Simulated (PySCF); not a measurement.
# Magnetisability: SMILES O=[Si], OSi

Molfile (atoms numbered from 1):
```
OSi
     RDKit          3D

  2  1  0  0  0  0  0  0  0  0999 V2000
    0.7578   -0.0241    0.0569 O   0  0  0  0  0  0  0  0  0  0  0  0
   -0.7655   -0.0159    0.0471 Si  0  0  0  0  0  2  0  0  0  0  0  0
  1  2  2  0
M  RAD  1   2   3
M  END
```

The calculation used GIAO B3LYP/aug-pcSseg-1 magnetisability, rotational g tensor and spin-rotation constants, non-relativistic, gas phase (PySCF). Geometry: PBE0-D3(BJ)/def2-SVP.

Question: What are the magnetisability and the molar susceptibility?

Answer: Isotropic -348 × 10⁻³⁰ J/T², or -21.0 × 10⁻⁶ cm³/mol; principal values -485, -279, -279 × 10⁻³⁰ J/T², anisotropy 206 × 10⁻³⁰ J/T² (root of half the summed squared differences of the principal values). The susceptibility is in cgs units.

Question: Split it along the inertial axes a, b, c into diamagnetic and paramagnetic parts about the centre of mass, with the quadrupole moment.

Answer: 
| axis | χ (10⁻⁶ cm³/mol) | diamagnetic (10⁻⁶ cm³/mol) | paramagnetic (10⁻⁶ cm³/mol) | summed x² of all electrons (Å²) | quadrupole Θ (D Å) |
| --- | --- | --- | --- | --- | --- |
| a | -29.2 | -29.2 | 0.0 | 16.1 | -4.09 |
| b | -16.8 | -83.0 | 66.1 | 3.4 | +2.05 |
| c | -16.8 | -83.0 | 66.1 | 3.4 | +2.05 |

Anisotropies 2χaa − χbb − χcc = -24.8 and 2χbb − χaa − χcc = +12.4 × 10⁻⁶ cm³/mol. Θ is traceless in Buckingham's convention.

Question: And the rotational g tensor?

Answer: 
| axis | rotational constant (GHz) | g | nuclear part | electronic part |
| --- | --- | --- | --- | --- |
| b | 21.3999 | -0.1610 | 0.5039 | -0.6649 |
| c | 21.3999 | -0.1610 | 0.5039 | -0.6649 |

Linear; isotopes 16O, 28Si; no vibrational averaging.
